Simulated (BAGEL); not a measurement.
# B2PH5 (SMILES BPB) at PBE0/def2-SVPD (density fitting with qzvpp-jkfit)

Aim: the energy change on altering one bond length of B2PH5 at PBE0/def2-SVPD (density fitting with qzvpp-jkfit), from 2 runs. 

The results are computed with BAGEL 1.2.2.

15 further runs of the same task are left out: 15 set aside as unsound or not needed.

### 1 Starting point

B2PH5: 8 atoms, total charge 0, spin state singlet. SMILES: `BPB`. The shape is that of a GFN2-xTB optimisation.

Bond lengths: B1–P2 1.795 Å, P2–B3 1.795 Å, B1–H4 1.168 Å, B1–H5 1.171 Å, P2–H6 1.376 Å, B3–H7 1.168 Å, B3–H8 1.171 Å. Angles: B1–P2–B3 128.2°, B1–P2–H6 115.8°, B3–P2–H6 115.8°, P2–B1–H4 121.0°, P2–B1–H5 118.0°, P2–B3–H7 121.0°, P2–B3–H8 118.0°, H4–B1–H5 121.0°, H7–B3–H8 121.0°.

### 2 The energy at PBE0/def2-SVPD (density fitting with qzvpp-jkfit)

File input.json:

```json
{ "bagel": [

{
  "title": "molecule",
  "basis": "def2-svpd.json",
  "df_basis": "qzvpp-jkfit",
  "angstrom": true,
  "geometry": [
    { "atom": "B", "xyz": [   -1.222880,    0.755110,   -0.773190 ] },
    { "atom": "P", "xyz": [   -0.053230,    0.244130,    0.489240 ] },
    { "atom": "B", "xyz": [    1.289880,   -0.938350,    0.346080 ] },
    { "atom": "H", "xyz": [   -2.093210,    1.493130,   -0.523530 ] },
    { "atom": "H", "xyz": [   -1.084030,    0.331020,   -1.855290 ] },
    { "atom": "H", "xyz": [   -0.275110,    0.748970,    1.749410 ] },
    { "atom": "H", "xyz": [    1.940270,   -1.226150,    1.273170 ] },
    { "atom": "H", "xyz": [    1.498310,   -1.407840,   -0.705890 ] }
  ]
},
{ "title": "ks", "xc_func": "pbe0" },
{ "title": "print", "file": "orbitals.molden", "orbitals": true }

]}
```

The basis set def2-SVPD is read from a file made from the Basis Set Exchange's data (not shown).

Run with:

```console
$ BAGEL_NUM_THREADS=1 BAGEL input.json > input.out
```

The program printed:

```text
* using 1 threads per process

  ===============================================================
  ===============================================================

  *** Geometry ***

  { "atom" : "B", "xyz" : [     -2.310908,      1.426951,     -1.461117 ] },
  { "atom" : "P", "xyz" : [     -0.100590,      0.461339,      0.924530 ] },
  { "atom" : "B", "xyz" : [      2.437520,     -1.773225,      0.653996 ] },
  { "atom" : "H", "xyz" : [     -3.955594,      2.821607,     -0.989328 ] },
  { "atom" : "H", "xyz" : [     -2.048520,      0.625537,     -3.505990 ] },
  { "atom" : "H", "xyz" : [     -0.519883,      1.415348,      3.305906 ] },
  { "atom" : "H", "xyz" : [      3.666579,     -2.317088,      2.405943 ] },
  { "atom" : "H", "xyz" : [      2.831396,     -2.660432,     -1.333939 ] },

  Number of auxiliary basis functions:      368

  Since a DF basis is specified, we compute 2- and 3-index integrals:
    o Being stored without compression. Storage requirement is 0.032 GB

  Number of basis functions:      104
  Number of electrons      :       30

    * METHOD: MOLECULE                             0.15

  *** Kohn-Sham DFT ***

    * Removing 13175 points whose weight is below 1.00e-10
    * Grid points: 106073

  === Nuclear Repulsion ===
    81.8141465121

       - DIIS with orbital gradients will be used.

  === KS iteration (pbe0 / def2-svpd.json) ===
      0       -362.72734324          0.07379250           0.36
      1       -306.04344075          0.13893210           0.35
      2       -362.92112302          0.06801022           0.35
      3       -385.08552293          0.09487871           0.38
      4       -385.92524825          0.09510418           0.36
      5       -385.85710083          0.09847291           0.36
      6       -385.64042526          0.09885386           0.36
      7       -386.10633607          0.08990047           0.36
      8       -374.65271140          0.10837312           0.35
      9       -392.98987437          0.03359015           0.36
     10       -393.33552829          0.02702252           0.38
     11       -393.60801651          0.01142685           0.35
     12       -393.65588003          0.00473959           0.34
     13       -393.66794188          0.00098362           0.34
     14       -393.66833763          0.00028257           0.34
     15       -393.66837584          0.00002578           0.35
     16       -393.66837616          0.00000445           0.36
     17       -393.66837617          0.00000095           0.35
     18       -393.66837617          0.00000062           0.35
     19       -393.66837617          0.00000010           0.36
     20       -393.66837617          0.00000004           0.35
     21       -393.66837617          0.00000001           0.34
    * SCF iteration converged.

    * Permanent dipole moment:
           (    0.046408,    -0.121138,    -0.287230) a.u.

    * METHOD: KS                                   8.44

    * METHOD: PRINT                                0.03

  ===============================================================
```

Run time: 9 s. Hardware: 1 thread of Arm Neoverse V1, shared host; peak memory 0.49 GiB.

### 3 The distorted shape

File job.json:

```json
{ "bagel" : [

{
  "title" : "molecule",
  "basis" : "def2-svpd.json",
  "df_basis" : "qzvpp-jkfit",
  "angstrom" : true,
  "geometry" : [
    { "atom" : "B", "xyz" : [      -0.178513,      -0.130489,      -1.072774 ] },
    { "atom" : "P", "xyz" : [       0.991137,      -0.641469,       0.189656 ] },
    { "atom" : "B", "xyz" : [       2.334247,      -1.823949,       0.046496 ] },
    { "atom" : "H", "xyz" : [      -2.093210,       1.493130,      -0.523530 ] },
    { "atom" : "H", "xyz" : [      -0.039663,      -0.554579,      -2.154874 ] },
    { "atom" : "H", "xyz" : [       0.769257,      -0.136629,       1.449826 ] },
    { "atom" : "H", "xyz" : [       2.984637,      -2.111749,       0.973586 ] },
    { "atom" : "H", "xyz" : [       2.542677,      -2.293439,      -1.005474 ] }
  ]
},

{ "title" : "ks", "xc_func" : "pbe0" },

{ "title" : "print", "file" : "orbitals.molden", "orbitals" : true }

]}
```

The basis set def2-SVPD is read from a file made from the Basis Set Exchange's data (not shown).

Run with:

```console
$ BAGEL_NUM_THREADS=1 BAGEL job.json > job.out
```

The program printed:

```text
* using 1 threads per process

  ===============================================================
  ===============================================================

  *** Geometry ***

  { "atom" : "B", "xyz" : [     -0.337341,     -0.246588,     -2.027249 ] },
  { "atom" : "P", "xyz" : [      1.872977,     -1.212201,      0.358398 ] },
  { "atom" : "B", "xyz" : [      4.411088,     -3.446764,      0.087865 ] },
  { "atom" : "H", "xyz" : [     -3.955594,      2.821607,     -0.989328 ] },
  { "atom" : "H", "xyz" : [     -0.074952,     -1.048002,     -4.072122 ] },
  { "atom" : "H", "xyz" : [      1.453685,     -0.258191,      2.739774 ] },
  { "atom" : "H", "xyz" : [      5.640147,     -3.990627,      1.839811 ] },
  { "atom" : "H", "xyz" : [      4.804963,     -4.333972,     -1.900070 ] },

  Number of auxiliary basis functions:      368

  Since a DF basis is specified, we compute 2- and 3-index integrals:
    o Being stored without compression. Storage requirement is 0.032 GB

  Number of basis functions:      104
  Number of electrons      :       30

    * METHOD: MOLECULE                             0.15

  *** Kohn-Sham DFT ***

    * Removing 12227 points whose weight is below 1.00e-10
    * Grid points: 107021

  === Nuclear Repulsion ===
    79.2706852053

       - DIIS with orbital gradients will be used.

  === KS iteration (pbe0 / def2-svpd.json) ===
      0       -362.98951382          0.07113869           0.35
      1       -305.79191436          0.13272052           0.34
      2       -363.32249309          0.06712580           0.34
      3       -385.35032369          0.08808181           0.34
      4       -386.14039883          0.08726372           0.34
      5       -386.32287592          0.08953529           0.34
      6       -386.77569938          0.08823799           0.34
      7       -388.18455232          0.08648274           0.34
      8       -376.02640907          0.11005541           0.34
      9       -393.09882978          0.02079296           0.33
     10       -393.10281256          0.02131741           0.33
     11       -393.48316746          0.00673909           0.34
     12       -393.49986109          0.00385513           0.34
     13       -393.50573639          0.00146791           0.35
     14       -393.50727861          0.00022105           0.34
     15       -393.50728633          0.00015323           0.37
     16       -393.50730468          0.00005177           0.36
     17       -393.50730664          0.00000709           0.35
     18       -393.50730667          0.00000240           0.34
     19       -393.50730667          0.00000125           0.37
     20       -393.50730667          0.00000021           0.36
     21       -393.50730667          0.00000008           0.35
     22       -393.50730667          0.00000004           0.37
     23       -393.50730667          0.00000001           0.36
     24       -393.50730667          0.00000000           0.36
    * SCF iteration converged.

    * Permanent dipole moment:
           (   -0.729510,     0.477164,    -0.283484) a.u.

    * METHOD: KS                                   9.29

    * METHOD: PRINT                                0.03

  ===============================================================
```

It took 9.6 s on 1 thread of Arm Neoverse V1, shared host; peak memory 0.49 GiB.

### 4 Outcome

Level: PBE0/def2-SVPD (density fitting with qzvpp-jkfit).

```
                                                         quantity          value
                                        first shape: total energy  -393.66838 Eh
                                       first shape: dipole moment         0.80 D
                                         first shape: HOMO energy       -7.67 eV
                                         first shape: LUMO energy       -2.50 eV
                                       first shape: HOMO–LUMO gap        5.17 eV
                                    distorted shape: total energy  -393.50731 Eh
                                   distorted shape: dipole moment         2.33 D
                                     distorted shape: HOMO energy       -6.95 eV
                                     distorted shape: LUMO energy       -3.02 eV
                                   distorted shape: HOMO–LUMO gap        3.93 eV
energy change with the B1–H4 bond stretched from 1.168 to 2.570 Å       4.383 eV
```

What this shows: One bond (distorted shape) is far stretched, which a spin-restricted single reference describes badly; a broken-symmetry solution may lie lower. With the B1–H4 bond stretched from 1.168 to 2.570 Å the energy rises by 4.38 eV (423 kJ/mol). The first shape isn't relaxed at this level, so the change isn't measured from a minimum. A restricted reference can't describe the breaking bond well at this length.
